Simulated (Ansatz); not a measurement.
# CH3ClSi: one structure at several levels

An exercise on one series of results from a longer session: the logs are not shown, and one member is left open.

Method: single points in def2-TZVPP; program: Ansatz 0.2.0, Gaussian basis.

Correlated methods freeze the cores.

## The starting structure

SMILES `[SiH2]=CCl`, 6 atoms, charge 0, spin multiplicity 1.

Atoms are counted from 1 here; the program's logs count them from 0.

Bond lengths: Si1–C2 1.796 Å, Si1–H4 1.224 Å, Si1–H5 1.507 Å, C2–Cl3 1.628 Å, C2–H6 1.064 Å. Angles: C2–Si1–H4 122.4°, C2–Si1–H5 115.8°, H4–Si1–H5 121.5°, Si1–C2–Cl3 123.8°, Si1–C2–H6 126.8°, Cl3–C2–H6 109.0°.

Coordinates:

```
Si   -0.60150    0.07890   -0.69090
C     0.49980    0.04060    0.72750
Cl    0.87110   -1.31460    1.54920
H    -1.32630   -0.86260   -0.98430
H    -0.68700    1.39480   -1.41950
H     1.10130    0.84070    1.08920
```

Set-up of the first run:

run/in.yaml

```yaml
crystal:
  periodic: [false, false, false]
  atoms:
    - {symbol: Si, position_ang: [-0.601500, 0.078900, -0.690900]}
    - {symbol: C, position_ang: [0.499800, 0.040600, 0.727500]}
    - {symbol: Cl, position_ang: [0.871100, -1.314600, 1.549200]}
    - {symbol: H, position_ang: [-1.326300, -0.862600, -0.984300]}
    - {symbol: H, position_ang: [-0.687000, 1.394800, -1.419500]}
    - {symbol: H, position_ang: [1.101300, 0.840700, 1.089200]}
basis:
  gaussian: {orbitals: def2-TZVPP}
correlation: {method: ccsd_t}
output: {forces: true}
```

The command line of these runs was not kept.

Among the steps run: CCSD(T)/def2-TZVPP; PBE0-D4/def2-TZVPP; wB97M-V/def2-TZVPP; r2SCAN-D4/def2-TZVPP; PBE-D4/def2-TZVPP; r2SCANh-D4/def2-TZVPP; BHLYP-D4/def2-TZVPP.

One of the session's tables, all rows but one given; the rest of the session is left out.

```
    method  RMS force component (eV/Å)  angle to CCSD(T) forces (°)  dipole (D)
   CCSD(T)                       3.301                    reference        1.42
   PBE0-D4                       3.326                          3.9        1.46
   wB97M-V                           ?                            ?           ?
 r2SCAN-D4                       3.288                          2.8        1.27
    PBE-D4                       3.274                          3.1        1.14
r2SCANh-D4                       3.305                          3.3        1.37
  BHLYP-D4                       3.364                          4.7        1.77
```

Estimate the missing values for wB97M-V.

The run gave: RMS force component (eV/Å): 3.370; angle to CCSD(T) forces (°): 4.1; dipole (D): 1.66. In the column «RMS force component (eV/Å)» it is the highest.
